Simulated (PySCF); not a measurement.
A first-order proton ENDOR spectrum was simulated from computed couplings for a radical in fast tumbling at B = 347.8 mT (X band).

Class means under 0.5 MHz are left out. Line positions in MHz: 18.85, 23.00, 48.47, 52.62.

Question: What is the proton Larmor frequency at this field?

Answer: νH = 5.58569 × 7.62259 MHz/T × 0.3478 T = 14.81 MHz.

Question: Pair the lines and read off the couplings.

Answer: ν± = |νn ± a/2|, one line for each electron-spin manifold; νn = |g_N| × 7.62259 MHz/T × B. A pair with |a| < 2νn is centred on νn and split by |a|; one with |a| > 2νn is centred on |a|/2 and split by 2νn.

```json
{"lower line": "23.00", "upper line": "52.62", "centred on": "|a|/2", "|a| (MHz)": "75.63"}
{"lower line": "18.85", "upper line": "48.47", "centred on": "|a|/2", "|a| (MHz)": "67.32"}
```

Compound: H3OSi (doublet state).
Cartesian coordinates in Å at the GFN2-xTB level; atoms count from 1:
```
atom  x, y, z in Å
O1     1.0700   -0.2194    0.3741
Si2   -0.5364    0.0252    0.3965
H3     1.5921   -0.1833   -0.4287
H4    -1.2428   -1.0037   -0.3544
H5    -0.8744    1.3841   -0.0046
```

As a line formula: `O[SiH2]` [radical].

Question: This is the radical. Which protons give which coupling, and how does each split the EPR lines?

Answer: 75.6 MHz (computed sign +): H4/H5, 1 bond from Si2, a 1:2:1 triplet of 2.698 mT; 67.3 MHz (computed sign +): H3, 2 bonds from Si2, a 1:1 doublet of 2.402 mT. To first order the positions of ENDOR lines don't depend on how many nuclei share a coupling.

Computed with UKS B3LYP, pcH-1 on H O Si, non-relativistic, mean-field spin-orbit, GIAO (PySCF). Isolated species at its GFN2-xTB geometry (one conformer only). Couplings are sensitive to structure, and on GFN2-xTB geometries they can be far from those on DFT ones, by a factor of two or more for some ions and for spin on atoms past the first row.

Means are taken over nuclei equivalent by connectivity, which assumes that they swap fast.
